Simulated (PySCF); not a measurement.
# Exact mass, isotope pattern and composition

Species: `[Li][Li]`.

Calculated from tabulated atomic weights, isotope masses and abundances; no fragmentation.

(1) What are the average molar mass and the monoisotopic mass?

(2) What cluster does the molecular ion M+• show when like nominal masses merge?

(3) What share of all molecules is the monoisotopic species?

(4) Count the protons, neutrons and electrons of the monoisotopic species, and give its exact less its nominal mass.

(5) Resolve the fine structure: one atom at a time replaced by a minor isotope.

(6) Elemental analysis, calculated?

Answers

(1) For Li2, with standard atomic weights, 2 × 6.940 = 13.880 g/mol. From the most abundant isotopes (7Li), 2 × 7.016005 = 14.0320 u.

(2) 
```json
{"nominal mass": "12", "m/z (centroid)": "12.0297", "relative intensity": "0.7"}
{"nominal mass": "13", "m/z (centroid)": "13.0306", "relative intensity": "16.4"}
{"nominal mass": "14", "m/z (centroid)": "14.0315", "relative intensity": "100.0"}
```

Lines under 0.1 % of the tallest are left out. One electron mass, 0.00055 u, is taken off. Abundances used (%; other tables differ somewhat): 6Li 7.59, 7Li 92.41.

(3) 0.9241^2 = 85.40 %.

(4) 6 protons, 8 neutrons and 6 electrons; 14.0320 − 14 = +0.0320 u.

(5) Intensity in % of the monoisotopic species:

```json
{"isotope": "6Li", "mass shift (u)": "-1.00088", "m/z": "13.0306", "intensity (%)": "16.43"}
```

Species under 0.02 % are left out.

(6) Li 100.00 %.
